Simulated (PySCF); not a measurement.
Species: C₃H₅F₂ (doublet state).
SMILES with atom numbers: `[CH3:1][CH2:2][C:3]([F:4])[F:5]` (hydrogens: H6, H7, H8 on C1; H9, H10 on C2)

Structure used (GFN2-xTB), in Å, numbered top down from 1:
```xyz
10
C3H5F2 angstrom
C     -1.092   -0.148    0.180
C      0.227   -0.251   -0.610
C      1.363    0.358    0.119
F      1.370    1.689    0.293
F      1.787   -0.232    1.247
H     -1.002   -0.664    1.133
H     -1.895   -0.604   -0.393
H     -1.339    0.894    0.367
H      0.124    0.264   -1.566
H      0.465   -1.300   -0.792
```

The hyperfine couplings belong to this conformer and change with its torsions.

Theory: PySCF 2.14.0, UKS B3LYP, pcH-1 on C F H, non-relativistic, mean-field spin-orbit, GIAO. Geometry: GFN2-xTB, one conformer, isolated molecule. The geometry wasn't refined by DFT: couplings that depend on bond lengths, twists or pyramidal angles can differ widely from those at the functional's own minimum. The SCF solution wasn't tested for stability.

Task: Where do the isotropic ENDOR lines of F4/F5, H9/H10 and H6/H7/H8 fall at 1207.4 mT, to first order?

Result: ν± = |νn ± a/2|, one line for each electron-spin manifold; νn = |g_N| × 7.62259 MHz/T × B.

| nuclei | isotope | g_N | νn (MHz) | a_iso (MHz) | lower line (MHz) | upper line (MHz) |
| --- | --- | --- | --- | --- | --- | --- |
| F4/F5 | 19F | 5.2577 | 48.39 | 232.34 | 67.78 | 164.56 |
| H9/H10 | 1H | 5.5857 | 51.41 | 14.55 | 44.13 | 58.68 |
| H6/H7/H8 | 1H | 5.5857 | 51.41 | 1.04 | 50.89 | 51.93 |

Task: Which pairs are centred on the nuclear Larmor frequency, and which on half the coupling?

Result: Centred on νn, since |a| < 2νn: H9/H10 and H6/H7/H8. Centred on |a|/2 and split by 2νn: F4/F5.

Nuclei that the bonding pattern makes equivalent are averaged, as if the motion that swaps them (rotation, inversion, ring flip) were fast. The three 1H nuclei of mean +1.0 MHz run from -4.1 to 11.3 MHz in the frozen geometry.

Hardware: an Arm Neoverse V1 with one thread, no GPU (shared host). Cost: 18 s wall.
